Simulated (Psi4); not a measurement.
# B3LYP/6-31G(d) (spherical functions) run of BF (SMILES [B]F)

What is the vertical electron affinity of BF at B3LYP/6-31G* (spherical functions)? 

Program for the calculation: Psi4 1.11.

### Step 1. The molecule

The species is BF (2 atoms), meant as a singlet with charge 0. As SMILES, `[B]F`. The coordinates come from a PBE0-D4/def2-TZVP relaxation.

Bond lengths: B1–F2 1.263 Å.

### Step 2. Energy and forces at B3LYP/6-31G(d) (spherical functions)

Contents of input.inp:

```
memory 2200 mb

molecule molecule1 {
  B      0.000000     0.000000    -0.009350
  F      0.000000     0.000000     1.253740
  symmetry c1
  no_reorient
  no_com
}

set basis 6-31G*
set puream true
set e_convergence 1e-09
set d_convergence 1e-08
set scf_type pk
set dft_radial_points 99
set dft_spherical_points 590

e, wfn = gradient("b3lyp", return_wfn=True)
oeprop(wfn, "LOWDIN_CHARGES", "WIBERG_LOWDIN_INDICES", "MULLIKEN_CHARGES", title="B3LYP")
```

On the command line:

```sh
$ psi4 input.inp input.out -n 1
```

input.out:

```text
[...]
  Running in c1 symmetry.
[...]
  Nuclear repulsion =   18.852951476260600
[...]
  Multiplicity = 1
[...]
  Nalpha       = 7
  Nbeta        = 7
[...]
    Number of basis functions: 28
[...]
   @RKS iter   1:  -124.63621490787533   -3.76496e-01   8.78783e-03 DIIS/ADIIS
[...]
   @RKS iter   8:  -124.65612935750657   -1.53477e-12   3.35089e-09 DIIS
[...]
    Orbital Energies [Eh]
    ---------------------
    Doubly Occupied:
       1A    -24.772189     2A     -6.834671     3A     -1.286670
       4A     -0.606651     5A     -0.515321     6A     -0.515321
       7A     -0.267510
[...]
  @RKS Final Energy:  -124.65612935750657
   => Energetics <=
    Nuclear Repulsion Energy =             18.8529514762605999
    One-Electron Energy =                -209.0186811154195254
    Two-Electron Energy =                  77.2038229445588229
    DFT Exchange-Correlation Energy =     -11.6942226629064567
    Empirical Dispersion Energy =           0.0000000000000000
    VV10 Nonlocal Energy =                  0.0000000000000000
    Total Energy =                       -124.6561293575065719
[...]
 Multipole Moments:
 ------------------------------------------------------------------------------------
     Multipole            Electronic (a.u.)      Nuclear  (a.u.)        Total (a.u.)
 ------------------------------------------------------------------------------------
 L = 1.  Multiply by 2.5417464519 to convert [e a0] to [Debye]
 Dipole X            :          0.0000000            0.0000000            0.0000000
 Dipole Y            :          0.0000000            0.0000000            0.0000000
 Dipole Z            :        -20.8033027           21.2346824            0.4313797
 Magnitude           :                                                    0.4313797
[...]
  -Total Gradient:
     Atom            X                  Y                   Z
    ------   -----------------  -----------------  -----------------
       1        0.000000000000     0.000000000000     0.011080284458
       2        0.000000000000     0.000000000000    -0.011080990672
[...]
  Mulliken Charges: (a.u.)
   Center  Symbol    Alpha    Beta     Spin     Total
       1     B     2.44228  2.44228  0.00000  0.11545
       2     F     4.55772  4.55772  0.00000 -0.11545
   Total alpha =  7.00000, Total beta =  7.00000, Total charge = -0.00000
  Lowdin Charges: (a.u.)
   Center  Symbol    Alpha    Beta     Spin     Total
       1     B     2.56454  2.56454  0.00000 -0.12908
       2     F     4.43546  4.43546  0.00000  0.12908
  Total alpha =  7.00000, Total beta =  7.00000, Total charge =  0.00000
[...]
```

Run time: 3.3 s. Hardware: 1 thread of Intel Xeon 6975P-C (Granite Rapids), shared host; peak memory 0.3 GiB.

### Step 3. The doublet anion, same level

Contents of run.py:

```python
import psi4

psi4.set_memory('2200 MB')
psi4.set_num_threads(1)
psi4.set_output_file('bf.out', False)

m = psi4.geometry("""
-1 2
B      0.000000     0.000000    -0.009350
F      0.000000     0.000000     1.253740
units angstrom
symmetry c1
no_reorient
no_com
""")

psi4.set_options({
    'basis': '6-31G*',
    'reference': 'uks',
    'puream': True,
    'e_convergence': 1e-09,
    'd_convergence': 1e-08,
    'scf_type': 'pk',
    'dft_radial_points': 99,
    'dft_spherical_points': 590,
    'maxiter': 100,
})

result = psi4.gradient('b3lyp')
print('gradient / Eh bohr^-1')
print(result.np.round(6))
for k, v in sorted(psi4.core.scalar_variables().items()):
    print(f'{k:45s} {v:18.10f}')
```

On the command line:

```sh
$ python run.py
```

bf.out:

```text
[...]
  Running in c1 symmetry.
[...]
  Nuclear repulsion =   18.852951476260600
[...]
  Multiplicity = 2
[...]
  Nalpha       = 8
  Nbeta        = 7
[...]
    Number of basis functions: 28
[...]
   @UKS iter   1:  -124.47785079101203   -2.18132e-01   1.40477e-02 ADIIS/DIIS
[...]
   @UKS iter  10:  -124.56074630498046   -3.97904e-13   3.20119e-09 DIIS
[...]
   @S^2 Observed:                7.522109753E-01
[...]
    Orbital Energies [Eh]
    ---------------------
    Alpha Occupied:
       1A    -24.422739     2A     -6.437562     3A     -0.949958
       4A     -0.278426     5A     -0.194365     6A     -0.188675
       7A      0.052166     8A      0.214396
    Alpha Virtual:
       9A      0.290400    10A      0.435308    11A      0.699537
      12A      0.717745    13A      0.768427    14A      0.941739
      15A      1.406401    16A      1.475632    17A      1.476685
      18A      1.555081    19A      1.561066    20A      1.660070
      21A      1.661676    22A      2.084525    23A      2.154248
      24A      2.155634    25A      2.209847    26A      2.677211
[...]
  @UKS Final Energy:  -124.56074630498046
   => Energetics <=
    Nuclear Repulsion Energy =             18.8529514762605999
    One-Electron Energy =                -213.6991249613801074
    Two-Electron Energy =                  82.2419473116848536
    DFT Exchange-Correlation Energy =     -11.9565201315458136
    Empirical Dispersion Energy =           0.0000000000000000
    VV10 Nonlocal Energy =                  0.0000000000000000
    Total Energy =                       -124.5607463049804551
[...]
 Multipole Moments:
 ------------------------------------------------------------------------------------
     Multipole            Electronic (a.u.)      Nuclear  (a.u.)        Total (a.u.)
 ------------------------------------------------------------------------------------
 L = 1.  Multiply by 2.5417464519 to convert [e a0] to [Debye]
 Dipole X            :          0.0000000            0.0000000            0.0000000
 Dipole Y            :          0.0000000            0.0000000            0.0000000
 Dipole Z            :        -20.8898326           21.2346824            0.3448498
 Magnitude           :                                                    0.3448498
[...]
  -Total Gradient:
     Atom            X                  Y                   Z
    ------   -----------------  -----------------  -----------------
       1       -0.000000000000    -0.000000000000     0.114360358378
       2        0.000000000000    -0.000000000000    -0.114361149632
[...]
```

On the terminal:

```text
gradient / Eh bohr^-1
[[-0.       -0.        0.11436 ]
 [ 0.       -0.       -0.114361]]
CURRENT ENERGY                                   -124.5607463050
CURRENT REFERENCE ENERGY                         -124.5607463050
DD SOLVATION ENERGY                                 0.0000000000
DFT FUNCTIONAL TOTAL ENERGY                      -124.5607463050
DFT TOTAL ENERGY                                 -124.5607463050
DFT VV10 ENERGY                                     0.0000000000
DFT XC ENERGY                                     -11.9565201315
GRID ELECTRONS ALPHA                                8.0000000049
GRID ELECTRONS BETA                                 7.0000000050
GRID ELECTRONS TOTAL                               15.0000000098
NUCLEAR REPULSION ENERGY                           18.8529514763
ONE-ELECTRON ENERGY                              -213.6991249614
PCM POLARIZATION ENERGY                             0.0000000000
PE ENERGY                                           0.0000000000
SCF ITERATION ENERGY                             -124.5607463050
SCF ITERATIONS                                     10.0000000000
SCF TOTAL ENERGY                                 -124.5607463050
TWO-ELECTRON ENERGY                                82.2419473117
XC GRID RADIAL POINTS                              99.0000000000
XC GRID SPHERICAL POINTS                          590.0000000000
XC GRID TOTAL POINTS                           110814.0000000000
```

Run time: 4.2 s. Hardware: 1 thread of Intel Xeon 6975P-C (Granite Rapids), shared host; peak memory 0.3 GiB.

### Step 4. Outcome

Level: B3LYP/6-31G* (spherical functions).

| quantity | value |
| --- | --- |
| singlet BF: total energy | -124.65613 Eh |
| singlet BF: dipole moment | 1.10 D |
| singlet BF: HOMO energy | -7.28 eV |
| singlet BF: LUMO energy | -0.58 eV |
| singlet BF: HOMO–LUMO gap | 6.70 eV |
| singlet BF: largest force on an atom | 0.570 eV/Å |
| doublet anion: total energy | -124.56075 Eh |
| doublet anion: HOMO energy (highest over α and β) | 5.83 eV |
| doublet anion: LUMO energy (lowest over α and β) | 7.90 eV |
| doublet anion: ⟨S²⟩ | 0.752 |
| doublet anion: largest force on an atom | 5.881 eV/Å |
| vertical electron affinity (to the doublet anion) | -2.596 eV |

**Reading.** The anion lies 2.60 eV (60 kcal/mol) above the neutral: the electron isn't bound at this level, and such a value depends on the basis. Without diffuse functions anions come out too high. The largest force (singlet BF) is 0.57 eV/Å: the shape isn't a stationary point for this species at this level. The HOMO (doublet anion) lies at positive energy, 5.83 eV; only total energies tell whether the electron is bound.
